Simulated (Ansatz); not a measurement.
H3Ge–GeH⁺, doublet: the ladder up to UCCSDT(Q)

Geometry: that of the H3Ge–GeH, triplet, kept fixed.

```xyz
6

Ge    0.0000   -0.0229    1.1903
Ge    0.0000    0.0409   -1.2321
H     1.2555   -0.7421    1.7164
H     0.0000    1.4326    1.6767
H    -1.2555   -0.7421    1.7164
H     0.0000   -1.2486   -2.0914
```

Basis cc-pVTZ; Ansatz 0.2.0. Only valence electrons are correlated (noble-gas cores and the filled d shells of p-block atoms frozen), which leaves 11 electrons in 114 orbitals. Prefix R: restricted or restricted open-shell reference; prefix U: unrestricted. No spin–orbit coupling is included, and no scalar relativity.

Full CI isn't at hand for all of this; UCCSDT(Q) serves as the reference, and is uncertain by about the last step of the cluster series. The frozen core follows each run's orbitals, which can shift R against U totals by a few meV for light atoms and by up to 0.1 eV past Ca.

- UHF ⟨S²⟩: 0.761
- T1 diagnostic (RCCSD): 0.0209
- largest doubles amplitude (RCCSD): 0.031
- T1 diagnostic (UCCSD): 0.0164

```csv
level,E − E(UCCSDT(Q)) (meV),share of correlation (%),wall time
UHF,6417,1.22,–
UMP2,1319,79.69,–
UCCSD,227,96.51,–
UCCSD(T),42,99.35,21 s (H100)
UCCSDT,7,99.89,–
```

The correlation energy at UCCSDT(Q), counted from RHF, is -6.496 eV. That run took 3.1 min on 2 threads of AMD EPYC 7R13 with a shared H100 80 GB, shared host.

Run but not shown, since their state or frozen core can't be matched to the reference's or they repeat it: RHF, RMP2, RCCSD, RCCSD(T), BCCD(T), RCCSDT, RCCSDT(Q).

Times hold each run's SCF and search for its determinant on a shared host, so for small cases they say little of a method's own cost.
